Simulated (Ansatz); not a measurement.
# Al₂H (doublet): the correlation ladder at scale of all distances = 1.288, 6-31G

How much of the correlation energy of Al₂H (doublet) does each wave-function method recover here?

Method: 6-31G, core rule «outside noble gas», up to 10 orbitals frozen; program: Ansatz 0.2.0, Gaussian basis.

To be run: UHF; CCSD(T) on ROHF; CCSD(T) on UHF; BCCD(T) on ROHF; CISD; CCSDT(Q) on ROHF; CCSDT(Q) on UHF; CISDTQ; CCSDTQ on ROHF; CCSDTQ on UHF; CASSCF and MRCISD+Q, 3 electrons in 3 orbitals; CASSCF and NEVPT2, 3 electrons in 3 orbitals; CASSCF and MRCISD+Q, 7 electrons in 9 orbitals; CASSCF and NEVPT2, 7 electrons in 9 orbitals; Full CI.

20 further runs of the same task are left out: 1 for a known fault of the program, 1 for a mislabelled method, 15 that didn't finish, 3 set aside as unsound or not needed.

**1. What is computed**

The geometry derives from a PBE0/def2-TZVP stationary point (not a proven minimum). All distances are scaled together.

3 atoms, charge 0, spin multiplicity 2.

Atoms are counted from 1 here; the program's logs count them from 0.

No contacts short enough for the rule that draws bonds.

**2. UHF**

in.yaml

```yaml
crystal:
  periodic: [false, false, false]
  atoms:
    - {symbol: Al, position_ang: [0.000000, 0.000000, 0.454109]}
    - {symbol: Al, position_ang: [0.000000, 0.000000, -2.993787]}
    - {symbol: H, position_ang: [0.000000, 0.000000, 2.539678]}
basis:
  gaussian: {orbitals: 6-31G}
magnetization: {spin_polarized: true, initial_magnetization: 1}
hamiltonian: {xc: hf}
output: {orbitals: {seedname: orbitals}}
```

Command:

```bash
$ ansatz run in.yaml --threads 1 --pin off --events-out ev --progress --plain --max-ram 2393MiB
```

Further steps of the session: CCSD(T) on ROHF; CCSD(T) on UHF; BCCD(T) on ROHF; CISD; CCSDT(Q) on ROHF; CCSDT(Q) on UHF; CISDTQ; CCSDTQ on ROHF; CCSDTQ on UHF; CASSCF and MRCISD+Q, 3 electrons in 3 orbitals; CASSCF and NEVPT2, 3 electrons in 3 orbitals; CASSCF and MRCISD+Q, 7 electrons in 9 orbitals; CASSCF and NEVPT2, 7 electrons in 9 orbitals; Full CI.

Before running them: what should the planned runs give, taken together? Wanted: FCI below the RHF energy; RMP2 from FCI; UMP2 from FCI; RCCSD from FCI; RCCSD(T) from FCI; UCCSD(T) from FCI; RCCSDT(Q) from FCI; UCCSDT(Q) from FCI; NEVPT2 pair from FCI.

As calculated:

| quantity | value |
| --- | --- |
| FCI below the RHF energy | -2.4281 eV |
| RMP2 from FCI | +984.3 meV |
| UMP2 from FCI | +984.2 meV |
| RCCSD from FCI | +74.7 meV |
| RCCSD(T) from FCI | +34.1 meV |
| UCCSD(T) from FCI | +34.0 meV |
| RCCSDT(Q) from FCI | +1.7 meV |
| UCCSDT(Q) from FCI | +1.6 meV |
| NEVPT2 pair from FCI | +799.8 meV |
| MRCISD+Q pair from FCI | -51.9 meV |
| NEVPT2 valence from FCI | +166.7 meV |
| levels within 1 kcal/mol (43 meV) | RCCSD(T), UCCSD(T), BCCD(T), RCCSDT, UCCSDT, CISDTQ, RCCSDT(Q), UCCSDT(Q), RCCSDTQ, UCCSDTQ, MRCISD valence, MRCISD+Q valence |
| T1 diagnostic | 0.048 |
| effectively unpaired electrons | 1.18 |

RCCSD(T) lands +34.1 meV from the yardstick (1.4 % of the correlation energy). MRCISD+Q pair falls below full CI: the +Q correction isn't variational, and the cores differ from full CI's. The occupations are near whole numbers, but T1 = 0.048 shows that the orbitals relax strongly. Of the multireference levels listed MRCISD+Q valence comes nearest in total energy (+11.1 meV), which doesn't show that its space is the better one. These misses are within one basis, not against nature; the frozen cores of restricted and unrestricted runs differ, which can shift their rows.
